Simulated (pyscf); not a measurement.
`[NH2][BH][F]` + `[H][H]` → `[BH2][NH2]` + `[FH]`, a four-centre exchange (singlet surface; B–F, H–H broken, B–H, F–H formed). Structures and frequencies: ωB97X-D3(BJ)/def2-SVP in PySCF. Energies in kcal/mol from the separated reactants.

Small-basis levels: PySCF, no dispersion term, spherical d functions. 

Q: In single points B3LYP/6-31G* puts the saddle at 59.2 kcal/mol and the reaction energy at +39.7 kcal/mol. Should these be trusted to within a few kcal/mol? Compare with ωB97M-D3(BJ)/def2-TZVP.

A: ωB97M-D3(BJ)/def2-TZVP gives ΔE‡ = 54.2 kcal/mol and ΔE = +28.9 kcal/mol. B3LYP/6-31G* lies 5.0 kcal/mol over it in the barrier and 10.8 kcal/mol over it in the reaction energy, so on this step it does not hold to within 3.0 kcal/mol. ωB97M-D3(BJ)/def2-TZVP has limits of its own. The same reactants have a lower exit, to H₂B–F + NH₃ (barrier +44.2 kcal/mol at ωB97M-D3(BJ)/def2-TZVP, against +54.2 kcal/mol here). This is the saddle that the search found; another between the same sides may lie lower.
